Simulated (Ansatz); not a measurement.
The first iterations of a band of BFH4O (7 atoms, charge 0, multiplicity 1).

Theory: RKS PBE0/def2-SVP in Ansatz 0.2.0.

| Property | Result |
| --- | --- |
| movable images | 5 |
| climbing image | yes |
| spring | 5.0 eV/Å² |
| optimiser | quadratic models (default) |
| start path | through a guess of the saddle point |
| force threshold | 0.05 eV/Å |
| iteration limit | 60 |
| end points | relaxed |

Image 0:

```xyz
7
Properties=species:S:1:pos:R:3
B 0.038 0.027 0.124
H 0.204 0.666 1.149
H 0.920 0.019 -0.718
F -1.245 0.031 -0.370
O 0.170 -1.567 0.728
H -0.027 -2.170 -0.004
H -0.540 -1.692 1.375
```

Image 6:

```xyz
7
Properties=species:S:1:pos:R:3
B -0.061 -0.316 -1.024
H 0.293 -0.862 3.456
H 0.755 0.544 -1.226
F -0.962 -0.611 -1.958
O -0.065 -0.982 0.144
H -0.761 -1.648 0.195
H 0.321 -0.813 2.697
```

| iteration | highest image above the first end (eV) | largest band force component (eV/Å) |
| --- | --- | --- |
| 1 | 2.686 | 12.542 |
| 2 | 1.979 | 4.718 |
| 3 | 1.038 | 2.373 |
| 4 | 1.271 | 9.910 |
| 5 | 1.253 | 2.347 |
| 6 | 1.166 | 1.915 |
| 7 | 1.054 | 1.022 |

Problem. Does the band converge within its limit, and where does its top end?

Solution. It converged. It ended after 23 iterations with the highest image 0.919 eV above the first end. Neighbouring images differ by up to 1.7 eV, so the band resolves the path poorly. A vibrational analysis at the climbing image gives one clearly imaginary mode, 1372i cm⁻¹: a first-order saddle point. The orbitals stay closed-shell, which can raise the energy where a bond breaks towards radicals; this wasn't checked here.

Time of the run: 2.8 min on 1 thread of Arm Neoverse V1, with other jobs on the host, peak memory 0.11 GiB.
